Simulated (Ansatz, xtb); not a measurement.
**A geometry optimisation of CH5B2 with r2SCAN-D4/def2-SVP**

The starting geometry of this gas-phase doublet was built from a drawn formula by distance geometry and a force field; its bonds are those of `BB[CH2]`.

```xyz
8

C    -0.6019    1.4920    1.5721
B    -2.4298    1.8563   -0.5012
B    -1.1446    1.0511    0.1798
H    -2.7834    1.5542   -1.5743
H    -2.9576    2.7395    0.0504
H    -0.6257    0.1656   -0.3958
H     0.2796    0.8898    1.9170
H    -1.4116    1.3772    2.3480
```

Q: Predict what becomes of its bonds when it is optimised with r2SCAN-D4/def2-SVP.

A: It keeps its bonds, and is `BB[CH2]`.

The energy falls by 1.15 eV over 20 steps:

```tsv
step	E − E(last) (eV)
1	1.154
3	0.507
5	0.335
7	0.167
9	0.032
12	0.013
14	0.003
16	0.001
18	0.000
20	0.000
```

Final geometry (Å):

```xyz
8

C    -0.5478    1.3131    1.5736
B    -2.4485    1.8212   -0.5117
B    -1.3169    0.9392    0.3136
H    -2.1767    2.5246   -1.4603
H    -3.6298    1.7366   -0.2406
H    -1.0837   -0.1467   -0.2010
H     0.4709    0.9564    1.7732
H    -0.9427    1.9812    2.3492
```

From the same start GFN2-xTB ends elsewhere, differing in C1–B2 (1.68 against 2.87 Å here).

The end wasn't checked by frequencies. Open shells are spin-unrestricted. Run with Ansatz 0.2.0, 120 s on 2 threads of AMD EPYC (Zen 3), on a shared host.
